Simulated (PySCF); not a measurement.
Mapped SMILES: `[O:1]=[C:2]([OH:3])[CH:4]([F:5])[F:6]`; H(Xn) means a hydrogen on atom n.

In vacuum, a single conformation, relativity neglected, equivalent nuclei averaged. σ from GIAO-PBE0/pcSseg-1; GFN2-xTB geometry; PySCF 2.14.

Scale: 13C (σref 186.93) and 1H (σref 31.72) against TMS; 17O (σref 336.08) against H2O; CFCl3 for 19F (σref 170.95) (reference shieldings calculated alike).

| atoms | nucleus | count | Hirshfeld charge | δ (ppm) |
| --- | --- | --- | --- | --- |
| C4 | 13C | 1 | 0.15 | ? |
| O3 | 17O | 1 | -0.16 | 200.0 |
| F5/F6 | 19F | 2 | -0.10 | ? |
| C2 | 13C | 1 | 0.20 | 166.8 |
| H(O3) | 1H | 1 | 0.20 | 6.57 |
| H(C4) | 1H | 1 | 0.06 | 6.24 |
| O1 | 17O | 1 | -0.25 | 439.2 |

Q: Complete the table.

A: 
- C4: 113.9 ppm, sp3 CH bonded to 2 F, α to a carbonyl; 2 electronegative neighbours deshield it
- F5/F6: -147.2 ppm, fluorine of a CF2 group

The OH or NH signal is concentration- and solvent-dependent in practice; the value given is the gas-phase one. Shifts are as computed. Against solution values, carbons near 30 ppm lie about +3 ppm off and those near 130 ppm about +5 ppm. Of 1211 compounds with measured shifts, 218 miss one by over three times the rms of a fit or turn the order of signals round; such compounds aren't used in these exercises. In solution the two oxygens of a carboxylic acid exchange roles by proton transfer and give one 17O line. Hydrogen bonding in solution shields acid and N–H amide carbonyl oxygens by tens of ppm. The C=O carbon of an acid or of an amide with N–H lies up to 10 ppm further downfield in solution, through hydrogen bonding that the calculation lacks. Unscaled 19F shifts against computed CFCl3 carry errors that often reach 10 to 50 ppm. Unscaled 17O shifts of doubly bonded oxygen tend to come out too high, by tens of ppm or more. Experimental scales use liquid or dissolved standards, which lie at an offset from isolated H2O (liquid H2O: subtract about 36 ppm).
